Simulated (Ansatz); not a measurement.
# BH5Si: the cost of one run

The runs use Ansatz 0.2.0, Gaussian basis; the settings change from run to run.

6 further runs of the same task are left out: 5 that didn't finish, 1 set aside as unsound or not needed.

## Step 1: The system

The geometry derives from fragments relaxed apart (PBE0/def2-TZVP) and kept rigid, so it is no stationary point. A hydrogen atom is moved between rigid fragments.

7 atoms, charge 0, spin multiplicity 1.

Atoms are counted from 1 here; the program's logs count them from 0.

Bond lengths: B1–H2 1.193 Å, B1–H3 1.193 Å, H4–Si5 1.543 Å, Si5–H6 1.526 Å, Si5–H7 1.526 Å. Angles: H2–B1–H3 120.0°, H4–Si5–H6 113.7°, H4–Si5–H7 113.7°, H6–Si5–H7 91.2°.

## Step 2: CCSDT(Q)/B/STO-3G

Input file in.yaml:

```yaml
crystal:
  periodic: [false, false, false]
  atoms:
    - {symbol: B, position_ang: [-2.338009, 0.040114, 0.000000]}
    - {symbol: H, position_ang: [-2.934742, 1.073685, 0.000000]}
    - {symbol: H, position_ang: [-2.934742, -0.993457, 0.000000]}
    - {symbol: H, position_ang: [-0.530009, 0.040114, 0.000000]}
    - {symbol: Si, position_ang: [1.012991, 0.040114, 0.000000]}
    - {symbol: H, position_ang: [1.625172, -0.834170, 1.090012]}
    - {symbol: H, position_ang: [1.625172, -0.834170, -1.090012]}
basis:
  gaussian: {orbitals: STO-3G}
magnetization: {spin_polarized: false}
hamiltonian: {xc: {name: r2SCAN}}
correlation: {method: ccsdt_q_b, electrons: valence, diis_vectors: 1}
scf: {lower_state_search: off}
output: {forces: true}
```

Started as:

```console
$ ansatz run in.yaml --threads 1 --pin off --events-out ev --progress --plain --max-ram 2393MiB
```

**Question.** How long does this run take on 1 thread of Arm Neoverse V1, shared host, and how much memory does it need?

About 15 s, with a peak of 0.29 GiB.
